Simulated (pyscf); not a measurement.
methane (CH₄) + [HO–Al–O–Al(OH)–OH]• → H₃C–Al(OH)–O–Al(OH)–OH + H atom (H•), a substitution at C (doublet surface; C–H broken, Al–C formed). Single points on ωB97X-D3(BJ)/def2-SVP structures (PySCF, gas phase). Energies in kcal/mol from the separated reactants.

Small-basis levels: PySCF, no dispersion term, spherical d functions. AM1 to PM7: differences of heats of formation from MOPAC, which are fitted to 298 K values and so differ in kind from electronic energies by zero-point and thermal terms. Open shells are spin-unrestricted. 

```csv
level,barrier,reaction energy
HF/3-21G,…,+14.4
HF/6-31G*,…,+23.6
MP2/6-31G*,53.5,+19.1
SVWN5/6-31G*,28.5,+25.9
BP86/6-31G*,40.2,+30.2
B3LYP/STO-3G,45.5,+15.8
M06-2X/6-31G*,45.4,+24.8
PM6,27.8,+11.9
PM7,36.0,+25.7
ωB97M-D3(BJ)/def2-TZVP,…,+21.8
```

Question: Some entries are withheld; supply them.

Answer: 
- HF/3-21G, barrier: 59.1
- HF/6-31G*, barrier: 64.9
- ωB97M-D3(BJ)/def2-TZVP, barrier: 45.7

Against the last row the barrier runs from -17.9 (PM6) to +19.2 kcal/mol (HF/6-31G*). ωB97M-D3(BJ)/def2-TZVP has limits of its own. One saddle was located; it need not be the lowest between these sides. The angle at the attacked C is 167°.
